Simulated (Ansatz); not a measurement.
Molecule (SMILES): [CH]=O (CH-O), doublet.
Atoms: C1, O2, H3. Bonds: C1-O2, C1-H3.

Basis-set convergence of the highest harmonic wavenumber at MP2 with Ansatz (a program for electronic structure). Each level at its own minimum, finite differences of forces, unscaled; the reference is a large set that could be run, not a limit. All functions are spherical. Cores are frozen. Open shells are unrestricted. No added dispersion term, no relativity. Reference: the value in def2-QZVPP, 2771 cm⁻¹, itself unsure by roughly 3 cm⁻¹ (its mean distance from cc-pVQZ, aug-cc-pVTZ, def2-TZVPPD). Deviations are taken from unrounded values.

```tsv
basis	functions	highest harmonic wavenumber (cm⁻¹)
cc-pVDZ	33	2713
aug-cc-pVDZ	55	2749
6-311G**	42	2728
6-311+G**	50	2754
cc-pVTZ	74	2756
aug-cc-pVTZ	115	2769
def2-TZVPP	76	2765
def2-TZVPPD	94	2773
```

What the diffuse functions change, pair by pair:
- cc-pVDZ to aug-cc-pVDZ: 22 more functions, deviation -58 to -22 cm⁻¹
- 6-311G** to 6-311+G**: 8 more functions, deviation -43 to -17 cm⁻¹
- cc-pVTZ to aug-cc-pVTZ: 41 more functions, deviation -15 to -2 cm⁻¹
- def2-TZVPP to def2-TZVPPD: 18 more functions, deviation -6 to 2 cm⁻¹

They bring the value nearer the reference by more than 3 cm⁻¹ in 4 of 4 pairs.
